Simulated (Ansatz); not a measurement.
We consider rhombohedral A7 As, described by r²SCAN0 (plane waves, PAW; Ansatz, a program for electronic structure).

Numerical settings: plane-wave cutoff 520 eV, 10×10×10 k mesh, Fermi–Dirac smearing 0.05 eV, scalar-relativistic PAW data made under PBE.

Computed at the level's own relaxed cell.

Predict the equilibrium lattice constant a and lattice parameter c.


equilibrium lattice constant a: 3.558 Å
lattice parameter c: 15.652 Å

Measured, for comparison: lattice constant a 3.760 Å, lattice parameter c 10.441 Å (4 K, zero-point motion not removed; as tabulated in Schiferl, Barrett, J. Appl. Cryst. 2, 30 (1969), as in the American …). Computed (rounded) less measured: lattice constant a -5.4 %, lattice parameter c +49.9 %.

Note: the cell comes from a level without a dispersion term, which matters for the spacing of layers, chains or molecules.

The computed numbers hold no vibrational or temperature effects.
